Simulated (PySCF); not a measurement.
Biphenylene radical anion, C12H8 (charge -1 and doublet state).
Z-matrix (Å and degrees, PBE0-D3(BJ)/def2-SVP geometry), rows numbered from 1:
```
C 
C   1  1.4144
C   2  1.4073  1  121.63
C   3  1.3887  2  117.40  1     0.01
C   4  1.4646  3  120.94  2    -0.02
C   5  1.3887  4  120.95  3     0.04
C   5  1.4614  4   90.00  3   179.98
C   7  1.3887  5  149.04  4  -179.95
C   8  1.4073  7  117.31  5   179.95
C   9  1.4144  8  121.75  7    -0.02
C  10  1.4073  9  121.67  8     0.02
C  11  1.3887 10  117.34  9     0.00
H   1  1.0950  2  118.97  3   180.00
H   2  1.0951  1  119.04  3  -180.00
H   3  1.0958  2  120.15  1   179.98
H   6  1.0959  1  120.18  2  -179.99
H   8  1.0959  7  122.50  5    -0.05
H   9  1.0950  8  119.27  7   179.99
H  10  1.0951  9  119.01  8  -179.98
H  11  1.0959 10  120.18  9  -180.00
```

The hyperfine couplings belong to this conformer and change with its torsions.

The species is biphenylene radical anion, `c1ccc2c(c1)-c1ccccc1-2` [SMILES of the parent framework; charge -1 and doublet state].

The calculation used PySCF 2.14.0, UKS B3LYP, IGLO-III on C, pcH-1 on H, non-relativistic, mean-field spin-orbit, GIAO. Whether the extra electron is bound in the gas phase wasn't checked; a finite basis holds it in any case. The geometry's basis has no diffuse functions, a weakness for an anion. No stability test was run, so a lower SCF solution isn't excluded. No frequencies were computed at this geometry's level, so the symmetric structure isn't shown to be a minimum.

(1) Match the computed a_iso(1H) values -8.6, +0.6 MHz (means over equivalent nuclei) with the sites H13/H14/H18/H19; H15/H16/H17/H20.

Results:

(1) 
```json
{"site": "H13/H14/H18/H19", "a_iso (MHz)": "-8.6", "ρ(0) (bohr⁻³)": "-0.0019", "position": "1 bond from C1", "distance from C7 (Å)": "4.32", "bound to": "C1/C2/C9/C10", "spin population there": "+0.12", "largest |T| (MHz)": "5.7"}
{"site": "H15/H16/H17/H20", "a_iso (MHz)": "+0.6", "ρ(0) (bohr⁻³)": "+0.0001", "position": "2 bonds from C2", "distance from C7 (Å)": "3.29", "bound to": "C3/C6/C8/C11", "spin population there": "-0.04", "largest |T| (MHz)": "2.0"}
```

ρ(0) is the spin density at the nucleus and T the dipolar tensor; entries for several nuclei are means. Largest spin populations (Mulliken): C7 (+0.17), C5 (+0.17), C12 (+0.17) and C4 (+0.17). Four atoms exceed +0.15. Main spin sites, with 60 % or more of the largest population: C1, C2, C4, C5, C7, C9, C10, C12; positions count bonds from the nearest.

The spin density at the nucleus, in bohr⁻³, is negative for C3/C6/C8/C11 (-0.0097) and H13/H14/H18/H19 (-0.0019), for instance. A restricted open-shell determinant has no negative spin density anywhere; here it arises because α and β orbitals differ (spin polarisation).
